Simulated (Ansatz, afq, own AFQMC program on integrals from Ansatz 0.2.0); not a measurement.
**Atomization energy of SiGe₃H₁₀, singlet**

```xyz
14

Si    1.1093    1.9774   -1.0753
Ge    0.0579   -0.0856   -1.6481
Ge   -1.3759   -0.8600    0.1569
Ge   -0.1100   -1.2564    2.1894
H     1.9892    2.4560   -2.1852
H     0.0686    3.0152   -0.8008
H     1.9400    1.7950    0.1547
H     1.1329   -1.1558   -1.9305
H    -0.7782    0.0910   -2.9331
H    -2.0945   -2.1589   -0.2647
H    -2.4565    0.2073    0.4326
H     0.9687   -2.3270    1.9421
H     0.5842    0.0418    2.6410
H    -1.0357   -1.7400    3.3211
```

Atoms in their ground-state spins without spin–orbit coupling (mostly on UHF) minus the molecule (RHF), without zero-point energy. The geometry is a stationary point, not shown to be a minimum.

Basis def2-TZVP. Only valence electrons are correlated. Ansatz 0.2.0 and our own AFQMC program on the same integrals; the CISD trial comes from CCSD amplitudes, and released means the phaseless constraint is let go. ± is one standard error of the sampling. No spin–orbit coupling. The errors of all members are added in quadrature.

No full CI on the walks' own integrals is used here. The released AFQMC energy serves as the reference, which it does only where one determinant dominates, the energy is flat over the last release times and near the phaseless one (40 meV or 2 meV an electron, half that with transition metals). On small molecules, where full CI could be run and the noise was under 10 meV, such values lay within 10 meV of it in 19 cases of 20, a flattering rate, since the rule was set on those same cases; what remains of the bias isn't in the error bar. Each member takes its own surest rung, up to full CI.

The best estimate is CCSD(T) at the basis-set limit (CBS: def2-TZVPP and def2-QZVPP, with their diffuse functions for anions and beside diffuse sets, CCSD(T) itself extrapolated) plus the step from CCSD(T) to AFQMC with the constraint released in def2-TZVP. Rows without CBS are in def2-TZVP; B2PLYP and the wave-function rows carry a basis error of their own. Core correlation and relativity beyond core potentials are missing, and ± holds the sampling alone.

Cautions: inner d shell frozen; no relativity below Rb; no spin-orbit coupling; SiGe₃H₁₀ (singlet): the released value is read at 0.90 1/Eh (meV from the phaseless value at times in 1/Eh: -11 ± 12 at 0.21, -25 ± 11 at 0.42, -8 ± 8 at 0.63, -11 ± 10 at 0.90).

```tsv
level	atomization energy (kJ/mol)
MP2	3477.6
B3LYP	3660.1
r2SCAN	3737.4
```

(1) From these cheaper values, estimate the atomization energy at the level of the best estimate.

(1) 3718.9 ± 0.9 kJ/mol (best estimate, highest rung released AFQMC).

```tsv
level	atomization energy (kJ/mol)	error against the best estimate (kJ/mol)
HF	2786.8	-932.1 ± 0.9
CCSD	3544.0	-174.9 ± 0.9
CCSD(T)	3572.4	-146.5 ± 0.9
ph-AFQMC/CISD	3573.8 ± 1.2	-145.1 ± 1.5
released AFQMC	3573.4 ± 0.9	-145.6
HF/CBS	2788.9	-930.0 ± 0.9
MP2/CBS	3634.4	-84.5 ± 0.9
CCSD(T)/CBS	3718.6	-0.4 ± 0.9
PBE	3637.9	-81.0 ± 0.9
PBE0	3651.5	-67.4 ± 0.9
wB97M-V	3703.9	-15.0 ± 0.9
B2PLYP	3622.2	-96.7 ± 0.9
```

Correlation beyond CCSD(T) changes it by less than twice the noise. Going to the basis-set limit adds 146.2 kJ/mol at CCSD(T). The perturbative (T) step is worth +28.4 kJ/mol.

Best estimates are given only where the step beyond CCSD(T) is under 0.3 eV and no member's determinant is very poor (T1 over 0.05, or 0.07 for open shells, ⟨S²⟩ too high by 0.3, two states mixed), so the hardest cases are missing from such tables.

The functionals ran in a triple-zeta set and keep a basis error of their own, a few kJ/mol for each bond in atomization energies and more for double hybrids, so close places among them and the extrapolated levels can swap.

Each member of a difference takes its own highest rung, so a best estimate needn't equal the limit plus the step of one row. Released energies are given only where the last usable release times agree within the noise; a slower fall can still hide under it.
